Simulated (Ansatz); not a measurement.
Basis-set extrapolation for `FSSF` (PBE0-D4/def2-TZVP geometry, frozen core, Ansatz). Multiplicity 1, RHF reference.

|  | def2-TZVPP | def2-QZVPP |
| --- | --- | --- |
| HF | -994.000347 | -994.034804 |
| MP2 correlation | -0.848958 | -0.932217 |
| CCSD(T) correlation | -0.907732 | -0.989173 |

Energies in hartree. Use E(X) = E(∞) + A·exp(−7.88·√X) for Hartree–Fock and E(X) = E(∞) + B·X^(−2.97) for correlation, with X = 3 and 4.

Task: What is the CCSD(T) energy at the basis-set limit?

Result: HF limit: -994.034804 + (-0.034457) × 0.13774 = -994.03955. Correlation limit: -0.989173 + (-0.081441) × 0.74074 = -1.04950. Total: -995.08905 hartree, 475.1 kJ/mol below CCSD(T)/def2-TZVPP.
